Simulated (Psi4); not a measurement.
# PH3 (phosphine): B3LYP/def2-SVP (sweep point 4)

What is the vertical ionisation energy of PH3 (phosphine) at B3LYP/def2-SVP (sweep point 4)? 

The results are computed with Psi4 1.11.

4 further runs of the same task are left out: 4 set aside as unsound or not needed.

## 1. The structure to begin with

The species is PH3 (4 atoms), meant as a singlet with charge 0. SMILES: `P`. The shape is that of a PBE0-D4/def2-TZVP optimisation.

Bond lengths: P1–H2 1.420 Å, P1–H3 1.420 Å, P1–H4 1.420 Å. Angles: H2–P1–H3 93.1°, H2–P1–H4 93.1°, H3–P1–H4 93.1°.

## 2. The energy at B3LYP/def2-SVP (sweep point 4)

Input file input.dat:

```
memory 1600 MB

molecule {
  P      0.346000    -0.326500    -0.332800
  H      0.630900    -0.034000     1.027000
  H     -1.005500    -0.663000    -0.057200
  H      0.028700     1.023500    -0.636900
  symmetry c1
}

set globals {
  reference            rks
  puream               true
  scf_type             pk
  dft_radial_points    50
  dft_spherical_points 194
}

e, wfn = energy("b3lyp/def2-SVP", return_wfn=True)
```

On the command line:

```console
$ psi4 -i input.dat -o output.dat -n 1
```

output.dat (excerpt; [...] marks lines left out):

```text
[...]
  Running in c1 symmetry.
[...]
  Nuclear repulsion =   17.542621841641523
[...]
  Multiplicity = 1
[...]
  Nalpha       = 9
  Nbeta        = 9
[...]
    Number of basis functions: 33
[...]
   @RKS iter   1:  -343.02035056571219   -2.20295e-01   6.65881e-03 ADIIS/DIIS
[...]
   @RKS iter   6:  -343.05426080038166   -1.54375e-08   1.65521e-07 DIIS
[...]
    Orbital Energies [Eh]
    ---------------------
    Doubly Occupied:
       1A    -77.053718     2A     -6.552808     3A     -4.718456
       4A     -4.718456     5A     -4.714201     6A     -0.645127
       7A     -0.384927     8A     -0.384886     9A     -0.275977
[...]
  @RKS Final Energy:  -343.05426080038166
   => Energetics <=
    Nuclear Repulsion Energy =             17.5426218416415232
    One-Electron Energy =                -508.3307466300695978
    Two-Electron Energy =                 167.3459789936160007
    DFT Exchange-Correlation Energy =     -19.6121150055695352
    Empirical Dispersion Energy =           0.0000000000000000
    VV10 Nonlocal Energy =                  0.0000000000000000
    Total Energy =                       -343.0542608003815985
[...]
 Multipole Moments:
 ------------------------------------------------------------------------------------
     Multipole            Electronic (a.u.)      Nuclear  (a.u.)        Total (a.u.)
 ------------------------------------------------------------------------------------
 L = 1.  Multiply by 2.5417464519 to convert [e a0] to [Debye]
 Dipole X            :          1.0331300           -1.2197313           -0.1866014
 Dipole Y            :         -0.9749128            1.1510724            0.1761596
 Dipole Z            :         -0.9939227            1.1733711            0.1794484
 Magnitude           :                                                    0.3131358
[...]
```

Run time: 1.6 s. Hardware: 1 thread of Intel Xeon 6975P-C (Granite Rapids), shared host; peak memory 0.22 GiB.

## 3. The doublet cation

Input file job.inp:

```
memory 1.6 GB

molecule {
  1 2
  P      0.346000    -0.326500    -0.332800
  H      0.630900    -0.034000     1.027000
  H     -1.005500    -0.663000    -0.057200
  H      0.028700     1.023500    -0.636900
  symmetry c1
}

set {
  basis def2-SVP
  reference uks
  puream true
  scf_type pk
  dft_radial_points 50
  dft_spherical_points 194
  maxiter 150
}

energy_value, wavefunction = energy("b3lyp", return_wfn=True)
```

On the command line:

```console
$ psi4 -i job.inp -o job.out -n 1
```

job.out (excerpt; [...] marks lines left out):

```text
[...]
  Running in c1 symmetry.
[...]
  Nuclear repulsion =   17.542621841641523
[...]
  Multiplicity = 2
[...]
  Nalpha       = 9
  Nbeta        = 8
[...]
    Number of basis functions: 33
[...]
   @UKS iter   1:  -342.65553272202999    1.44523e-01   3.52375e-03 ADIIS/DIIS
[...]
   @UKS iter   7:  -342.66614457038037   -3.96324e-09   4.28164e-07 DIIS
[...]
   @S^2 Observed:                7.515218303E-01
[...]
    Orbital Energies [Eh]
    ---------------------
    Alpha Occupied:
       1A    -77.421641     2A     -6.917661     3A     -5.088370
       4A     -5.080168     5A     -5.080168     6A     -0.972492
       7A     -0.687634     8A     -0.687592     9A     -0.637846
    Alpha Virtual:
      10A     -0.255218    11A     -0.255189    12A     -0.180802
      13A      0.072948    14A      0.072973    15A      0.082445
      16A      0.147156    17A      0.175283    18A      0.175289
      19A      0.284389    20A      0.348495    21A      0.348507
      22A      0.399636    23A      0.623798    24A      0.623855
      25A      1.112205    26A      1.181561    27A      1.181620
[...]
  @UKS Final Energy:  -342.66614457038037
   => Energetics <=
    Nuclear Repulsion Energy =             17.5426218416415232
    One-Electron Energy =                -502.2029152785447650
    Two-Electron Energy =                 161.3612451683084998
    DFT Exchange-Correlation Energy =     -19.3670963017856188
    Empirical Dispersion Energy =           0.0000000000000000
    VV10 Nonlocal Energy =                  0.0000000000000000
    Total Energy =                       -342.6661445703804247
[...]
 Multipole Moments:
 ------------------------------------------------------------------------------------
     Multipole            Electronic (a.u.)      Nuclear  (a.u.)        Total (a.u.)
 ------------------------------------------------------------------------------------
 L = 1.  Multiply by 2.5417464519 to convert [e a0] to [Debye]
 Dipole X            :          1.0817920           -1.2197313           -0.1379394
 Dipole Y            :         -1.0208783            1.1510724            0.1301941
 Dipole Z            :         -1.0406934            1.1733711            0.1326777
 Magnitude           :                                                    0.2314760
[...]
```

Wall time 1.8 s (1 thread of Intel Xeon 6975P-C (Granite Rapids), shared host); peak memory 0.23 GiB.

## 4. Summary of results

At B3LYP/def2-SVP (sweep point 4):

```
                                          quantity          value
                         singlet PH3: total energy  -343.05426 Eh
                        singlet PH3: dipole moment         0.80 D
                          singlet PH3: HOMO energy       -7.51 eV
                          singlet PH3: LUMO energy        1.09 eV
                        singlet PH3: HOMO–LUMO gap        8.60 eV
                      doublet cation: total energy  -342.66614 Eh
doublet cation: HOMO energy (highest over α and β)      -17.36 eV
 doublet cation: LUMO energy (lowest over α and β)      -13.55 eV
                              doublet cation: ⟨S²⟩          0.752
vertical ionisation energy (to the doublet cation)      10.561 eV
```

What this shows: The vertical ionisation energy comes to 10.56 eV (1019 kJ/mol). −ε(HOMO) before ionisation, 7.51 eV, is 3.05 eV below this ionisation energy.
